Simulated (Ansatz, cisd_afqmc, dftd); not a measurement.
Barrier from F- (singlet) + CH3F (fluoromethane, SMILES FC) to the saddle point below; all geometries are those of the NHTBH38 set.
```
C
H 1 1.0696
H 1 1.0696 2 120.00
H 1 1.0696 2 120.00 3 -180.00
F 1 1.8238 2 90.00 3 -90.00
F 1 1.8238 2 90.00 3 90.00
```
Charge -1, spin multiplicity 1.

Quantity: barrier height (electronic, no zero-point energy), in kcal/mol. Radicals and triplets start from unrestricted determinants; spin-orbit coupling is neglected. Cores are frozen in correlated methods. Rows without X2C or -DK are non-relativistic. The Monte Carlo rows (phaseless AFQMC, CISD trial, step 0.005/hartree) carry one-sigma bars that omit the constraint's bias. Outlying blocks are dropped, and bars are widened where a walk drifts. Over all cases where full CI ran beside it in this data, AFQMC minus full CI had a median of +0.1 mEh and passed +0.4 mEh in a tenth of the cases. CBS(X,Y): correlation extrapolated as X^-3, Hartree-Fock from the larger set. A bracket is a step between two methods taken in the basis named. Functionals run without relativity, which enters their misses. Double hybrids freeze cores in their MP2 part. '+ core + X2C': CCSD(T) terms for core correlation (cc-pwCVTZ) and scalar relativity (cc-pVTZ-DK). def2-TZVPD holds few diffuse functions, which lowers the functionals' binding of the extra electron.

```json
[
 {"level": "B3LYP-D4/def2-TZVPD", "program": "Ansatz + dftd4", "barrier height (kcal/mol)": "-3.0"},
 {"level": "B3LYP/def2-TZVPD", "program": "Ansatz", "barrier height (kcal/mol)": "-2.0"},
 {"level": "PBE0-D4/def2-TZVPD", "program": "Ansatz + dftd4", "barrier height (kcal/mol)": "-1.4"},
 {"level": "wB97X-V/def2-TZVPD", "program": "Ansatz", "barrier height (kcal/mol)": "-0.1"},
 {"level": "B2PLYP-D4/def2-TZVPD", "program": "Ansatz + dftd4", "barrier height (kcal/mol)": "-1.9"},
 {"level": "CCSD/aug-cc-pVDZ", "program": "Ansatz", "barrier height (kcal/mol)": "-1.2"},
 {"level": "CCSD/aug-cc-pVQZ", "program": "Ansatz", "barrier height (kcal/mol)": "1.7"},
 {"level": "AFQMC/CISD/aug-cc-pVDZ", "program": "cisd_afqmc", "barrier height (kcal/mol)": "-3.8 ± 0.4"},
 {"level": "CCSD(T)/CBS(aug-cc-pVTZ,aug-cc-pVQZ) + [AFQMC/CISD - CCSD(T)]/aug-cc-pVTZ", "program": "Ansatz + cisd_afqmc", "barrier height (kcal/mol)": "-1.4 ± 0.4"},
 {"level": "CCSD(T)/CBS(aug-cc-pVTZ,aug-cc-pVQZ) + [AFQMC/CISD - CCSD(T)]/aug-cc-pVTZ + core + X2C", "program": "Ansatz + cisd_afqmc", "barrier height (kcal/mol)": "-1.2 ± 0.4"}
]
```

Ansatz is a first-principles code.
